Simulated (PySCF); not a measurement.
How methods differ on the electron affinity of C

C⁻ [He] 2s2 2p3 (4S) → C [He] 2s2 2p2 (3P), as a difference of total energies. Calculation: PySCF 2.14, in aug-cc-pCVTZ-DK (7s6p4d2f, 59 functions); the spin-free X2C one-electron Hamiltonian (Gaussian nucleus). Correlated levels: valence: 1s2 frozen. The calculations carry no spin-orbit coupling.

Problem. Order these methods by the electron affinity they give, lowest first.
A. SCS-MP2 (valence)
B. MP2 (valence)
C. CCSD (valence)
D. UHF

Solution. D (0.451 eV), A (0.972 eV), C (1.146 eV), B (1.263 eV).

Errors of the correlated levels include the incompleteness of this basis and the frozen core.

For comparison: 1.262 eV (measured; photodetachment measurements, as compiled on the Wikipedia data page of electron affinities).
